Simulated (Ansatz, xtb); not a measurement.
# Ligand exchange: HF + SiH3(CH3) → SiH3F + CH4

Species: HF (hydrogen fluoride), singlet; SiH3(CH3), singlet; SiH3F `F[SiH3]`, singlet; CH4 (methane) `C`, singlet. The partners trade H for SiH3: F–H and C–SiH3 bonds give way to F–SiH3 and C–H.

Shapes, held fixed at every level: PBE0-D4/def2-TZVP. Programs: Ansatz 0.2.0, xtb 6.7.1. The zero-point and thermal change to 298 K, harmonic and unscaled (PBE0-D4/def2-TZVP), is +3.3 kJ/mol.

| level | kind | ΔH(298 K) (kJ/mol) | less CCSD(T)/CBS estimate | CPU time (sum over the molecules) |
| --- | --- | --- | --- | --- |
| GFN2-xTB | semi-empirical | -234.3 | -104.6 | 0.12 s |
| HF/def2-TZVPP | Hartree–Fock | -153.8 | -24.1 | – |
| PBE-D4/def2-TZVPP | GGA | -120.0 | +9.7 | 4.9 s |
| BHLYP-D4/def2-TZVPP | global hybrid | -140.9 | -11.2 | 4.8 s |
| wB97X-V/def2-TZVPP | range-separated hybrid | -132.9 | -3.2 | 13 s |
| B2PLYP/def2-TZVPP | double hybrid | -139.0 | -9.3 | 7.3 s |
| CCSD/def2-TZVPP | coupled cluster or CI | -132.8 | -3.1 | – |
| CCSD(T)/CBS estimate | coupled cluster or CI | -129.7 | 0.0 | 72 s |

The highest level, CCSD(T)/CBS estimate, gives ΔH(298 K) = -129.7 kJ/mol; the levels span -234.3 to -120.0. GFN2-xTB strays far from the other rows. The column of differences is taken from that level and isn't an error. No measured value is set beside it here. The CBS estimate extrapolates MP2 from def2-TZVPP and def2-QZVPP and adds CCSD(T) − MP2 in the triple-zeta set, cores frozen. Times are processor times on shared x86 and Arm servers, and rough.
